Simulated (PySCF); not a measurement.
Job for PySCF: R-MP2/6-31G* on FCH3Fts, charge -1. Charge -1.

```python
from pyscf import gto, scf, dft, mp
from pyscf.data.elements import chemcore

mol = gto.M(
    atom='''
    F     0.00309800   -0.01889200   -0.01545600
    C    -0.00014900   -0.00014000    1.80785700
    H     1.06944900    0.00170800    1.80976100
    H    -0.53660700    0.92513300    1.79693500
    H    -0.53260100   -0.92778300    1.81705800
    F    -0.00319100    0.01997400    3.63184500
    ''',
    basis='6-31g*',
    cart=True,
    charge=-1, spin=0, verbose=3, max_memory=1800)
mf = scf.RHF(mol)
mf.conv_tol = 1e-8
mf.max_cycle = 100
mf.kernel()
if not mf.converged:
    mf = mf.newton().run(mf.mo_coeff, mf.mo_occ)
pt = mp.MP2(mf, frozen=chemcore(mol)).run()
```

**Question.** What total energy does the run end on?

**Answer.** -238.8840 hartree.
